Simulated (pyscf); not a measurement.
`[CH3][Cd][CH3]` + `[H][H]` → `[CH3][CdH]` + `[CH4]`, a four-centre exchange (singlet surface; C–Cd, H–H broken, Cd–H, C–H formed). Single points on ωB97X-D3(BJ)/def2-SVP structures (PySCF, gas phase). Energies in kJ/mol from the separated reactants.

Small-basis levels: PySCF, no dispersion term, spherical d functions. AM1 to PM7: differences of heats of formation from MOPAC, which are fitted to 298 K values and so differ in kind from electronic energies by zero-point and thermal terms. GFN2-xTB: tblite. Cost: rough CPU time at the saddle relative to B3LYP/6-31G*+LANL2DZ, from one job on a shared machine.

```
level                    barrier  reaction energy        cost
-----------------------  -------  ---------------  ----------
HF/6-31G*+LANL2DZ          250.9            -85.4        0.09
MP2/6-31G*+LANL2DZ         230.0            -48.6         0.2
SVWN5/6-31G*+LANL2DZ       130.3            -53.3         1.0
BP86/6-31G*+LANL2DZ        170.0            -55.1           1
B3LYP/6-31G*+LANL2DZ       189.8            -63.4           1
M06-2X/6-31G*+LANL2DZ      181.5            -54.6           2
B3LYP/6-311+G**+LANL2DZ    179.8            -59.8           2
PBE/def2-SVP               170.3            -58.0           2
GFN2-xTB                       ?           -161.9  under 0.02
PM3                        115.6            -82.7  under 0.02
PM6                            ?           +187.2  under 0.02
PM7                        165.3            -53.4  under 0.02
ωB97M-D3(BJ)/def2-TZVP         ?            -57.6           –
```

### Question
Some entries are withheld; supply them.

### Answer

- GFN2-xTB, barrier: 105.3
- PM6, barrier: 252.1
- ωB97M-D3(BJ)/def2-TZVP, barrier: 194.8

Against the last row the barrier runs from -89.5 (GFN2-xTB) to +57.3 kJ/mol (PM6). ωB97M-D3(BJ)/def2-TZVP has limits of its own. At the saddle there is also a short Cd–H contact that neither side keeps. This is the saddle that the search found; another between the same sides may lie lower. In the def2 sets elements past Kr carry core potentials, without spin-orbit coupling.
